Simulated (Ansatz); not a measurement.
Coupled-cluster diagnostics for S4⁻, Ansatz.

Geometry of the doublet (PBE-D4/def2-TZVPD):

```xyz
4

S     1.015    0.289   -0.213
S    -1.015   -0.289    0.211
S    -1.949    1.261    1.045
S     1.949   -1.262   -1.043
```

Correlated methods freeze 20 core orbitals. In CCSD on the charge -1 doublet the largest single amplitude is 0.31, so its Hartree–Fock determinant may place the open shell otherwise than the density functionals do. Another isomer (doublet) lies 0.03 eV lower at PBE-D4/def2-TZVPD; other spin states weren't run for this one.

(1) Estimate the CCSD(T) correlation energy, the shares of MP2 and (T), T1 and the reference's ⟨S²⟩ for: charge -1, doublet, own geometry in def2-TZVPD; and the rough time on 4 threads of Arm Neoverse V2 on a shared host.

Results:

(1) 
```
                           state       basis  correlation (eV)  MP2 share (%)  (T) share (%)     T1  ⟨S²⟩ (pure)  wall time           remarks
charge -1, doublet, own geometry  def2-TZVPD           -21.360           87.5            6.2  0.052  0.78 (0.75)    6.3 min  large T1 (0.052)
```
Customary marks for T1 are 0.02 (closed shells), 0.045 (open shells) and about 0.05 (3d metals). T1 exceeds 0.02 in 1 of 1 rows and 0.045 in 1; the higher it lies, the less the single-reference result can be trusted.
